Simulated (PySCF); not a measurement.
Divinyl sulfide, C₄H₆S.
Structure used (PBE0-D3(BJ)/def2-SVP), in Å, numbered top down from 1:
```xyz
11
C4H6S angstrom
C     -2.6416    0.1858    0.3663
C     -1.3579   -0.1813    0.3378
S     -0.0556    0.8700   -0.1778
C      1.3392   -0.1699    0.0227
C      2.5906    0.1996   -0.2616
H     -2.9688    1.1846    0.0653
H     -3.4056   -0.5204    0.6976
H     -1.0500   -1.1873    0.6434
H      1.1193   -1.1721    0.4067
H      2.8322    1.1941   -0.6460
H      3.4148   -0.5006   -0.1116
```

The calculation used core-valence-separated Tamm–Dancoff BHandHLYP/aug-pcX-1 (pcseg-1 on H, def2-SVPD on S) in PySCF, non-relativistic, gas phase, PBE0-D3(BJ)/def2-SVP geometry. BHandHLYP without relativity tends to put these K edges a few eV too low, so spacings mean more than positions.

Question: List the carbon K-edge absorption lines.

Answer: 
```tsv
E (eV)	f	core hole on	main final orbital	polarisation
282.65	0.1124	C1/C5	LUMO+3 (2 roots, f summed)	out of plane
283.42	0.1284	C2/C4	LUMO+3 (2 roots, f summed)	out of plane
285.73	0.0165	C1/C5	LUMO+2 (2 roots, f summed)	in plane
286.11	0.0114	C1/C5	spread (2 roots, f summed)	in plane
286.15	0.1304	C2/C4	spread (2 roots, f summed)	in plane
286.64	0.0273	C2/C4	LUMO (2 roots, f summed)	in plane
286.96	0.0013	C1/C5	LUMO+5 (2 roots, f summed)	in plane
287.16	0.0009	C1/C5	LUMO+1 (2 roots, f summed)	–
```

The first line with a tenth or more of the strongest one's intensity is at 282.65 eV (f = 0.112, sum of 2), with the hole on C1/C5 (terminal =CH2 carbon), polarised out of plane: a 1s→π* resonance. The strongest listed is at 286.15 eV (f = 0.130, sum of 2; C2/C4).

Roots within 0.03 eV whose holes lie on the same, on equivalent or on shared atoms are summed into one line, and the highest roots are left out, as the search may have cut off their partners. Final orbitals are the ground state's empty Kohn–Sham orbitals. A dash: too weak, shared between unlike atoms, or no plane or axis to refer to.

Question: What is the summed oscillator strength of the listed C K lines, and their intensity-weighted mean energy?

Answer: Σf = 0.429 over 8 lines from 282.65 to 287.16 eV; the weighted mean is 284.44 eV. The strongest line holds 30 % of the sum.

Only the lowest roots of each edge were sought.

Rough CPU time on one thread of a shared machine: about 25 s.

One conformer stands for the species.
